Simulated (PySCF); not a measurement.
# Butane, 1-chloro- (C₄H₉Cl): electronic excitations at several levels of theory, part 2 of 2

PySCF 2.14.0. Atoms count from 0. The steps go on from the part before.

### 9 Excited states and response: PBE0/aug-cc-pVDZ

Job settings and geometry (Å):

```
{"job": {"kind": "uv", "xc": "PBE0", "basis": "aug-cc-pVDZ"}, "charge": 0, "multiplicity": 1}
C     -1.962884     0.003975    -0.280768
C     -0.487072    -0.024638    -0.645182
C      0.425657     0.049910     0.573235
C      1.889175    -0.043765     0.203764
Cl     2.945472     0.053112     1.645147
H     -2.233360    -0.854101     0.354608
H     -2.601069    -0.030111    -1.176421
H     -2.218454     0.919394     0.276379
H     -0.263393    -0.943869    -1.214927
H     -0.255896     0.813765    -1.325876
H      0.181541    -0.760879     1.280314
H      0.254316     0.994586     1.116390
H      2.188392     0.774543    -0.466572
H      2.118143    -0.995737    -0.296879
```

Level: TDDFT PBE0/aug-cc-pVDZ, vertical, gas phase, core orbitals frozen in the response.

The log of the run:

```text
coarse grid: 11552 points
cycle   1  E = -617.6807689684  dE =  2.581e-01  |g| = 3.318e-01  |ddm| = 7.929e+00
cycle   2  E = -617.6778990436  dE =  2.870e-03  |g| = 3.619e-01  |ddm| = 1.574e+00
cycle   3  E = -617.7125823838  dE = -3.468e-02  |g| = 3.550e-02  |ddm| = 7.574e-01
cycle   4  E = -617.7128630404  dE = -2.807e-04  |g| = 1.470e-02  |ddm| = 1.098e-01
cycle   5  E = -617.7129151752  dE = -5.213e-05  |g| = 3.910e-03  |ddm| = 4.088e-02
cycle   6  E = -617.7129191059  dE = -3.931e-06  |g| = 1.007e-03  |ddm| = 9.514e-03
final grid: 104928 points
cycle   7  E = -617.7272558711  dE = -2.417e-05  |g| = 8.579e-03  |ddm| = 2.115e-01
cycle   8  E = -617.7272449134  dE =  1.096e-05  |g| = 1.067e-02  |ddm| = 4.508e-02
cycle   9  E = -617.7272755079  dE = -3.059e-05  |g| = 7.953e-04  |ddm| = 2.258e-02
cycle  10  E = -617.7272756821  dE = -1.742e-07  |g| = 1.643e-04  |ddm| = 1.803e-03
cycle  11  E = -617.7272756882  dE = -6.142e-09  |g| = 5.561e-05  |ddm| = 4.729e-04
cycle  12  E = -617.7272756890  dE = -7.929e-10  |g| = 1.211e-05  |ddm| = 1.609e-04
converged SCF energy = -617.7272756890

Static polarisability (au): isotropic 66.988, principal 56.239 61.335 83.391

Singlet excitations
state   eV       nm        f      main configurations
  1   7.1441    173.5   0.00003   H-1->L 0.53, H-1->L+1 0.16, H-1->L+4 0.12
  2   7.1554    173.3   0.00103   H->L 0.56, H->L+1 0.14, H->L+4 0.11
  3   7.4690    166.0   0.01666   H-1->L+4 0.49, H-1->L 0.19, H-1->L+3 0.15
  4   7.5189    164.9   0.03490   H->L+4 0.46, H->L 0.20, H->L+3 0.13
  5   7.7917    159.1   0.00067   H->L+1 0.63, H->L+4 0.19
  6   7.8082    158.8   0.00001   H-1->L+1 0.63, H-1->L+4 0.16, H-1->L 0.09
  7   7.8697    157.5   0.00392   H->L+2 0.90
  8   7.8768    157.4   0.01410   H-1->L+2 0.93
  9   7.9520    155.9   0.02030   H->L+3 0.70, H->L+4 0.09
 10   7.9748    155.5   0.01690   H-1->L+3 0.71

Triplet excitations (Tamm-Dancoff, eV): 6.5863 6.6374 7.2767 7.3147
```

Wall time 31 s (1 thread of Intel Xeon Platinum 8488C, shared host); peak memory 0.78 GiB.

In short: HOMO -8.32 eV, LUMO -0.13 eV; lowest singlet 7.14 eV.

### 10 Ultraviolet spectrum: PBE0/def2-TZVPD

Same as in step 9 but for these lines:

```diff
@@ -1,2 +1,2 @@
-{"job": {"kind": "uv", "xc": "PBE0", "basis": "aug-cc-pVDZ"}, "charge": 0, "multiplicity": 1}
+{"job": {"kind": "uv", "xc": "PBE0", "basis": "def2-TZVPD"}, "charge": 0, "multiplicity": 1}
 C     -1.962884     0.003975    -0.280768
```

With the program's defaults for keys left out, this is: TDDFT PBE0/def2-TZVPD, vertical, gas phase, core orbitals frozen in the response.

The log of the run:

```text
coarse grid: 11552 points
cycle   1  E = -617.7500800016  dE =  2.224e-01  |g| = 3.512e-01  |ddm| = 3.331e+00
cycle   2  E = -617.7468257423  dE =  3.254e-03  |g| = 3.831e-01  |ddm| = 1.198e+00
cycle   3  E = -617.7836173602  dE = -3.679e-02  |g| = 3.795e-02  |ddm| = 4.915e-01
cycle   4  E = -617.7838830478  dE = -2.657e-04  |g| = 2.037e-02  |ddm| = 7.750e-02
cycle   5  E = -617.7839758833  dE = -9.284e-05  |g| = 3.813e-03  |ddm| = 3.172e-02
cycle   6  E = -617.7839787132  dE = -2.830e-06  |g| = 1.954e-03  |ddm| = 6.410e-03
final grid: 104928 points
cycle   7  E = -617.7744224335  dE = -5.837e-05  |g| = 9.196e-03  |ddm| = 3.380e-01
cycle   8  E = -617.7744094112  dE =  1.302e-05  |g| = 1.148e-02  |ddm| = 2.847e-02
cycle   9  E = -617.7744433263  dE = -3.392e-05  |g| = 1.054e-03  |ddm| = 1.371e-02
cycle  10  E = -617.7744435549  dE = -2.286e-07  |g| = 2.584e-04  |ddm| = 1.555e-03
cycle  11  E = -617.7744435697  dE = -1.479e-08  |g| = 8.068e-05  |ddm| = 4.856e-04
cycle  12  E = -617.7744435712  dE = -1.510e-09  |g| = 1.544e-05  |ddm| = 1.596e-04
cycle  13  E = -617.7744435712  dE = -5.002e-11  |g| = 3.813e-06  |ddm| = 3.134e-05
converged SCF energy = -617.7744435712

Static polarisability (au): isotropic 67.449, principal 56.857 61.757 83.732

Singlet excitations
state   eV       nm        f      main configurations
  1   7.1517    173.4   0.00103   H-1->L 0.56, H-1->L+1 0.26
  2   7.1677    173.0   0.00193   H->L 0.60, H->L+1 0.23
  3   7.6652    161.7   0.01533   H-1->L+2 0.50, H-1->L 0.26, H-1->L+1 0.19
  4   7.7058    160.9   0.03896   H->L+2 0.46, H->L+1 0.26, H->L 0.24
  5   8.0772    153.5   0.00037   H->L+2 0.44, H->L+1 0.41
  6   8.1089    152.9   0.00002   H-1->L+1 0.44, H-1->L+2 0.36, H-1->L 0.08
  7   8.2689    149.9   0.00340   H->L+3 0.55, H-1->L+4 0.32
  8   8.2749    149.8   0.01104   H->L+4 0.84
  9   8.3039    149.3   0.01706   H-1->L+3 0.71, H->L+4 0.11
 10   8.3084    149.2   0.05697   H-1->L+4 0.64, H->L+3 0.28

Triplet excitations (Tamm-Dancoff, eV): 6.4656 6.5096 7.5124 7.5594
```

Run time: 56 s. Hardware: 1 thread of Intel Xeon Platinum 8488C, shared host; peak memory 0.96 GiB.

In short: HOMO -8.31 eV, LUMO 0.21 eV; lowest singlet 7.15 eV.

### 11 Ultraviolet spectrum: PBE0/6-31+G*

Same as in step 10 but for these lines:

```diff
@@ -1,2 +1,2 @@
-{"job": {"kind": "uv", "xc": "PBE0", "basis": "def2-TZVPD"}, "charge": 0, "multiplicity": 1}
+{"job": {"kind": "uv", "xc": "PBE0", "basis": "6-31+G*"}, "charge": 0, "multiplicity": 1}
 C     -1.962884     0.003975    -0.280768
```

Method: TDDFT PBE0/6-31+G*, vertical, gas phase, core orbitals frozen in the response.

The log of the run:

```text
coarse grid: 11552 points
cycle   1  E = -617.7000446347  dE =  2.439e-01  |g| = 3.391e-01  |ddm| = 3.545e+00
cycle   2  E = -617.6981930605  dE =  1.852e-03  |g| = 3.630e-01  |ddm| = 1.558e+00
cycle   3  E = -617.7332900020  dE = -3.510e-02  |g| = 3.336e-02  |ddm| = 1.027e+00
cycle   4  E = -617.7335420360  dE = -2.520e-04  |g| = 1.314e-02  |ddm| = 7.563e-02
cycle   5  E = -617.7335847458  dE = -4.271e-05  |g| = 3.473e-03  |ddm| = 2.948e-02
cycle   6  E = -617.7335877704  dE = -3.025e-06  |g| = 8.770e-04  |ddm| = 1.085e-02
final grid: 104928 points
cycle   7  E = -617.6870602487  dE = -1.813e-05  |g| = 8.302e-03  |ddm| = 9.699e-02
cycle   8  E = -617.6870515473  dE =  8.701e-06  |g| = 1.013e-02  |ddm| = 3.515e-02
cycle   9  E = -617.6870790519  dE = -2.750e-05  |g| = 6.694e-04  |ddm| = 2.164e-02
cycle  10  E = -617.6870791763  dE = -1.244e-07  |g| = 1.397e-04  |ddm| = 1.636e-03
cycle  11  E = -617.6870791807  dE = -4.452e-09  |g| = 4.425e-05  |ddm| = 2.943e-04
cycle  12  E = -617.6870791812  dE = -4.969e-10  |g| = 1.025e-05  |ddm| = 1.092e-04
converged SCF energy = -617.6870791812

Static polarisability (au): isotropic 59.138, principal 49.583 54.011 73.821

Singlet excitations
state   eV       nm        f      main configurations
  1   7.3032    169.8   0.00130   H-1->L 0.68, H-1->L+1 0.13, H-1->L+3 0.10
  2   7.3378    169.0   0.00238   H->L 0.70, H->L+1 0.12, H->L+3 0.10
  3   7.8179    158.6   0.01501   H-1->L+2 0.74, H-1->L 0.14, H-1->L+1 0.09
  4   7.8515    157.9   0.04267   H->L+2 0.72, H->L 0.14, H->L+1 0.10
  5   8.2356    150.5   0.00385   H->L+1 0.71, H->L+2 0.15
  6   8.2945    149.5   0.00025   H-1->L+1 0.70, H-1->L+2 0.11
  7   8.3734    148.1   0.01396   H->L+3 0.76, H->L 0.09
  8   8.4088    147.4   0.02473   H-1->L+3 0.67, H-1->L 0.09, H->L+4 0.09
  9   8.4235    147.2   0.00024   H->L+4 0.86, H-1->L+3 0.09
 10   8.4494    146.7   0.02769   H-1->L+4 0.90

Triplet excitations (Tamm-Dancoff, eV): 6.6156 6.6498 7.6748 7.7092
```

Run time: 18 s. Hardware: 1 thread of Intel Xeon Platinum 8488C, shared host; peak memory 0.55 GiB.

Key values: HOMO -8.32 eV, LUMO 0.43 eV; lowest singlet 7.30 eV.

### 12 Run by run: electronic excitations

Excitations and ground-state properties, with basis size and wall time:

| run | lowest singlet (eV) | brightest (eV) | f | gap (eV) | α (Å³) | μ (D) | functions | time |
| --- | --- | --- | --- | --- | --- | --- | --- | --- |
| CAM-B3LYP/def2-SVPD | 7.39 | 9.18 | 0.072 | 11.00 | 9.74 | 2.33 | 179 | 95 s |
| wB97X-D/def2-SVPD | 7.47 | 9.34 | 0.073 | 12.46 | 9.71 | 2.37 | 179 | 2.2 min |
| LC-wPBE/def2-SVPD | 7.64 | 9.95 | 0.089 | 13.57 | 9.47 | 2.36 | 179 | 3.6 min |
| PBE0/6-31G* | 7.63 | 10.14 | 0.256 | 9.42 | 7.85 | 2.36 | 92 | 14 s |
| PBE0/def2-SVP | 7.74 | 9.75 | 0.027 | 9.39 | 7.98 | 2.09 | 119 | 13 s |
| PBE0/def2-TZVP | 7.43 | 9.31 | 0.036 | 9.06 | 9.24 | 2.22 | 215 | 32 s |
| PBE0/aug-cc-pVDZ | 7.14 | 7.52 | 0.035 | 8.19 | 9.93 | 2.33 | 200 | 31 s |
| PBE0/def2-TZVPD | 7.15 | 8.31 | 0.057 | 8.53 | 9.99 | 2.29 | 275 | 56 s |
| PBE0/6-31+G* | 7.30 | 7.85 | 0.043 | 8.75 | 8.76 | 2.40 | 112 | 18 s |

Measured dipole: 2.05 D (gas; NIST CCCBDB Release 22 (SRD 101), experimental dipoles).

Measured polarisability: 11.30 Å³ (gas; NIST CCCBDB Release 22 (SRD 101), experimental polarizabilities).

### 13 Summary of results

The summary covers parts 1 to 2.

```
                                quantity                         value
    rotational constants (main isotopes)         16.95, 1.32, 1.26 GHz
    lowest singlet (CAM-B3LYP/def2-SVPD)   7.39 eV (168 nm), f = 0.002
brightest single state of those computed  state 10, 9.18 eV, f = 0.072
                          lowest triplet                       6.71 eV
       vertical ionisation energy (ΔSCF)                      10.86 eV
             range of the lowest singlet               7.14 to 7.74 eV
```

**Reading.** Single values in the summary come from the first run of each kind that ended normally (CAM-B3LYP/def2-SVPD), which need not be the best level. The start was shaken at random, so part of the energy gained undoes that. Over 5 steps the energy fell by 0.947 eV; of the close pairs, C2–C3 changed most, 1.675 to 1.512 Å. The lowest singlet, at 7.39 eV, is HOMO−1→LUMO+1 0.34, HOMO−1→LUMO 0.32 and is weak; of the 10 states computed, the strongest absorption comes from state 10 at 9.18 eV (the last computed, so partners may be missing). The lowest triplet lies 0.68 eV below the lowest singlet (triplets in Tamm-Dancoff, singlets in full TDDFT). ΔSCF puts the ionisation energy at 10.86 eV, 1.09 eV above −ε(HOMO). The dipole moment, 2.33 D, compares with 2.05 D measured (one conformer here). The polarisability is 14 % below the measured 11.30 Å³. For the measured dipole, PBE0/def2-SVP misses least (0.04 D, 13 s) and PBE0/6-31+G* most (0.35 D, 18 s). One molecule ranks no method: errors cancel, and vibration and temperature are missing from all runs.
